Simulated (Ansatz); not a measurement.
System: SiH$_{3}$, net charge 0, doublet state. SMILES: [SiH3]
Coordinates optimised at B3LYP-D3(BJ)/def2-TZVP (Ansatz, a quantum-chemistry and plane-wave program):
```
Si
H 1 1.4828
H 1 1.4828 2 111.02
H 1 1.4828 2 111.02 3 124.02
```
Charge 0, spin multiplicity 2.

B3LYP/STO-3G beside other levels, property by property. Set-up: each state is the SCF solution reached for its charge and spin; UHF or UKS for open shells; frozen cores in correlated levels; dispersion terms only where a functional's name holds one; spin-orbit terms left out; atomisation electronic, to ground-state atoms; 6-311+G** with 5d, 6d on Na to Ar in Ansatz; non-relativistic; six Cartesian d functions in 6-31G* and its kin unless marked 5d. Basis-set limits of correlation are two-point, X^-3; Hartree-Fock from the larger set. First-principles rows: single points at B3LYP-D3(BJ) geometries (Ansatz), with unscaled harmonic terms from B3LYP/6-31G* at its own minima, enthalpies of formation by atomisation with measured atoms.

Measured values: CCCBDB table in ASE; G2/97 table in ASE (Curtiss et al.); they hold spin-orbit and core effects, anharmonicity. Coupled cluster (Ansatz) is a level with limits of its own, used here on species with T1 under 0.025 (0.045 for open shells) and stable references: CCSD(T)/CBS(def2-TZVPPD,def2-QZVPPD).

```
property                                        B3LYP/STO-3G (Ansatz)  B3LYP/6-31G* (Ansatz)  B3LYP/6-311+G** (Ansatz)  MP2/6-31G* (Ansatz)        to compare with
----------------------------------------------  ---------------------  ---------------------  ------------------------  -------------------  ---------------------
enthalpy of formation at 298 K (kcal/mol)                       -45.2                   47.9                      47.3                 80.4          47.9 measured
atomisation energy (kcal/mol)                                   318.7                  225.7                     226.2                193.1  228.4 coupled cluster
vertical ionisation energy to the singlet (eV)                   6.75                   8.89                      8.91                 8.51          8.74 measured
```

As the rows show:
- enthalpy of formation at 298 K: B3LYP/STO-3G lies 93.1 kcal/mol below the measured value.
- atomisation energy: B3LYP/STO-3G lies 90.3 kcal/mol above coupled cluster.
- vertical ionisation energy to the singlet: B3LYP/STO-3G lies 1.99 eV below the measured value.

The properties are those with a value to compare with, at most eight drawn at random. No case is left out for the size of its miss. Left out are saddle points of the reference geometry, anions that the best level run finds unbound, excited spin states, species near biochemistry, cases with under five habitual levels, runs that failed or whose electronic state is in doubt, and table entries that another table contradicts.
